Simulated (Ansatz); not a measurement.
# LiSi₂H₅ (SMILES [Li][SiH2][SiH3]): functionals against CCSD(T) at one geometry

An exercise on one series of results from a longer session: the logs are not shown, and one member is left open.

Program: Ansatz 0.2.0, Gaussian basis. Level of theory: single points in def2-TZVPP. These are calculated values, not measurements.

Cores are frozen in the correlated methods. The outer core shell of Li, Na, Mg and K is correlated.

## Where the work starts

SMILES `[Li][SiH2][SiH3]`, 8 atoms, charge 0, spin multiplicity 1.

Atoms are counted from 1 here; the program's logs count them from 0.

Bond lengths: Li1–Si2 2.582 Å, Si2–Si3 2.375 Å, Si2–H4 1.204 Å, Si2–H5 1.432 Å, Si3–H6 1.266 Å, Si3–H7 1.695 Å, Si3–H8 1.687 Å. Angles: Li1–Si2–Si3 115.4°, Li1–Si2–H4 104.7°, Li1–Si2–H5 111.6°, Si3–Si2–H4 117.7°, Si3–Si2–H5 105.1°, H4–Si2–H5 101.5°, Si2–Si3–H6 108.1°, Si2–Si3–H7 105.0°, Si2–Si3–H8 110.7°, H6–Si3–H7 109.1°, H6–Si3–H8 114.0°, H7–Si3–H8 109.7°.

Geometry (Å):

```xyz
8
charge 0, multiplicity 1
Li   -2.8323    1.2999   -0.4322
Si   -0.4663    0.3720   -0.8906
Si    0.6367   -0.5768    0.9861
H    -0.5911   -0.3142   -1.8725
H     0.4177    1.3928   -1.3657
H     0.7258    0.3136    1.8819
H     2.1912   -0.9616    0.4314
H    -0.1501   -1.9807    1.4915
```

Set-up of the first run:

The input, run/in.yaml:

```yaml
crystal:
  periodic: [false, false, false]
  atoms:
    - {symbol: Li, position_ang: [-2.832300, 1.299900, -0.432200]}
    - {symbol: Si, position_ang: [-0.466300, 0.372000, -0.890600]}
    - {symbol: Si, position_ang: [0.636700, -0.576800, 0.986100]}
    - {symbol: H, position_ang: [-0.591100, -0.314200, -1.872500]}
    - {symbol: H, position_ang: [0.417700, 1.392800, -1.365700]}
    - {symbol: H, position_ang: [0.725800, 0.313600, 1.881900]}
    - {symbol: H, position_ang: [2.191200, -0.961600, 0.431400]}
    - {symbol: H, position_ang: [-0.150100, -1.980700, 1.491500]}
basis:
  gaussian: {orbitals: def2-TZVPP}
correlation: {method: ccsd_t}
output: {forces: true}
```

No record of the launch command was kept for these runs.

Among the steps run: CCSD(T)/def2-TZVPP; PBE0-D4/def2-TZVPP; wB97M-V/def2-TZVPP; r2SCAN-D4/def2-TZVPP; PBE-D4/def2-TZVPP; wB97X-V/def2-TZVPP; CAM-B3LYP-D4/def2-TZVPP.

One table of the session follows, with a row left open; its other results are not shown here.

| method | RMS force component (eV/Å) | angle to CCSD(T) forces (°) | dipole (D) |
| --- | --- | --- | --- |
| CCSD(T) | 3.677 | reference | 7.52 |
| PBE0-D4 | ? | ? | ? |
| wB97M-V | 3.633 | 0.7 | 7.37 |
| r2SCAN-D4 | 3.664 | 0.7 | 7.45 |
| PBE-D4 | 3.665 | 1.9 | 7.03 |
| wB97X-V | 3.707 | 0.4 | 7.52 |
| CAM-B3LYP-D4 | 3.619 | 0.5 | 7.37 |

Q: Estimate the row for PBE0-D4 from the others.

The run gave: RMS force component (eV/Å): 3.676; angle to CCSD(T) forces (°): 0.8; dipole (D): 7.31. In the column «RMS force component (eV/Å)» it lies between PBE-D4 (3.665) and CCSD(T) (3.677).
